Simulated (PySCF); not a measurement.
Molecule: SMILES Cl[CH2][AlH3-], [CH5AlCl]-.

Geometry (Å), atoms numbered from 1 in this order:
```xyz
8

Al   -1.0282    0.0393   -0.0767
C     1.0023   -0.1574    0.0125
Cl    1.8626    1.2597    0.7857
H    -1.6441    0.1617    1.4387
H    -1.4128    1.3462   -0.9906
H    -1.5538   -1.3487   -0.8029
H     1.4598   -0.2545   -0.9867
H     1.3238   -1.0367    0.5956
```

Total charge -1.

Geometry PBE0-D3(BJ)/def2-SVP throughout; GIAO in PySCF 2.14.0 with density-fitted response routines, gas phase, one conformer, non-relativistic; equivalent atoms averaged; basis pcSseg-2.

(1) How do the absolute shieldings σ depend on the functional? (ppm; last column core-seconds on shared hosts with different chips, so compare them loosely; the GGAs took longer than the global hybrids here, which isn't the general rule, and the cause wasn't traced)

(2) Which nucleus moves most, in ppm?

Answers

(1) 
```
functional                    kind    Al1     C2     Cl3  H4/H5/H6  H7/H8  core-s
        HF            Hartree–Fock  486.8  151.0  1024.3     28.22  29.40     5.8
       LDA                     LDA  422.7  138.3   915.6     26.79  28.04      12
       PBE                     GGA  440.6  137.5   920.3     27.41  28.56      15
      BLYP                     GGA  435.6  130.7   910.6     27.73  28.73      14
      BP86                     GGA  440.6  137.1   922.3     27.48  28.62      15
      OPBE                     GGA  462.7  143.9   937.2     27.55  28.68      15
       KT2                     GGA  455.2  141.4   936.3     27.43  28.50      15
       KT3                     GGA  464.6  139.3   935.5     27.87  28.77      15
     B97-D                     GGA  459.1  136.0   926.4     27.83  28.78      15
     B3LYP           global hybrid  444.9  135.7   939.6     27.82  28.86      10
      PBE0           global hybrid  452.5  143.0   954.9     27.59  28.78      10
  mPW1PW91           global hybrid  452.6  142.0   954.7     27.68  28.84      10
      WP04           global hybrid  455.7  123.5   928.8     28.90  29.26     9.2
     B97-2           global hybrid  461.2  141.8   953.7     27.83  28.89       9
 BHandHLYP           global hybrid  458.8  141.6   975.8     27.98  29.04     8.8
 CAM-B3LYP  range-separated hybrid  446.2  140.5   956.5     27.78  28.90      13
   wB97X-D  range-separated hybrid  456.2  143.4   961.3     27.76  28.96      13
   LC-wPBE  range-separated hybrid  456.1  149.9   976.3     27.81  29.08      16
```

(2) Cl3 (chlorine bonded to C): from 910.6 ppm with BLYP to 1024.3 ppm with HF. The smallest spread is 1.36 ppm, at H7/H8. Proton shifts span only some 12 ppm, so a few tenths of a ppm matter as much there as several ppm in carbon.
